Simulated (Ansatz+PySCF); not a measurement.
**singlet C₂H₄: levels of theory in one basis**

```xyz
6

C     0.0000    0.0000   -0.6653
C     0.0000    0.0000    0.7318
H     0.0000   -0.9311   -1.2403
H     0.0000    0.9311   -1.2403
H     0.0000   -0.9311    1.3068
H     0.0000    0.9311    1.3068
```

Basis set: STO-3G (spherical functions). Correlated methods keep 2 orbitals frozen. Charge 0, multiplicity 1.

Computed with Ansatz (development build ahead of 0.2.0) and PySCF 2.14.0; each method stands on the lowest determinant of its kind that the runs found.

| method | E − E(RHF) (eV) | <S²> of the determinant |
| --- | --- | --- |
| RHF | 0.00 | – |
| UHF | -0.36 | 0.47 |
| UHF-MP2 | -2.88 | 0.47 |
| RHF-CCSD | -4.65 | – |
| UHF-CCSD | -4.63 | 0.47 |
| RHF-CCSD(T) | -4.67 | – |
| UHF-CCSD(T) | -4.66 | 0.47 |
| full CI (lowest root of this spin) | -4.69 | – |

Problem. What does RHF-MP2 give on the same scale?

Solution. -3.55 eV.

Problem. Is a single determinant a sound starting point here?

Solution. It is doubtful. Unrestricted orbitals lower Hartree–Fock by 0.36 eV and <S²> is 0.47 where a pure state has 0.00, a sign of strong static correlation.

Caution for RHF, RHF-MP2, RHF-CCSD, RHF-CCSD(T): an unrestricted determinant lies well below. Caution for UHF, UHF-MP2, UHF-CCSD, UHF-CCSD(T): the unrestricted determinant is spin contaminated; the determinant may break the point group. Caution for UHF-MP2, UHF-CCSD, UHF-CCSD(T): large amplitudes, a single reference is doubtful. Caution for UHF-MP2: another reference gives a lower total.
